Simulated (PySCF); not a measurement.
Molecule: C3H5 (charge 0, doublet). It need not be the lowest isomer of its formula. 
Structure (B3LYP-D3(BJ)/def2-TZVP (Ansatz) minimum search):
```xyz
8

C      0.0011     0.8829    -0.0327
C      0.7658    -0.3607     0.0513
C     -0.7666    -0.3587     0.0522
H      0.0017     1.6893    -0.7486
H      1.2944    -0.7185    -0.8271
H      1.2504    -0.6199     0.9873
H     -1.2508    -0.6168     0.9889
H     -1.2972    -0.7153    -0.8255
```
Charge 0, spin multiplicity 2.

Dispersion corrections to the total energy (kcal/mol) from the dftd3 and dftd4 libraries through PySCF: D3(BJ) without and D4 with the three-body term, each with the damping fitted for the functional named.

| functional | D3(BJ) | D4 |
|---|---|---|
| TPSSh | -2.81 | -2.78 |
| BLYP | -5.37 | -5.29 |
| BHLYP | -3.26 | ___ |
| HSE06 | ___ | -1.69 |
| B2GP-PLYP | -1.34 | -0.90 |
| TPSS | -3.13 | -3.08 |
| HF | ___ | -9.72 |

Problem. Complete the blanks.

Solution. 
- BHLYP, D4: -2.40
- HSE06, D3(BJ): -1.44
- HF, D3(BJ): -24.07
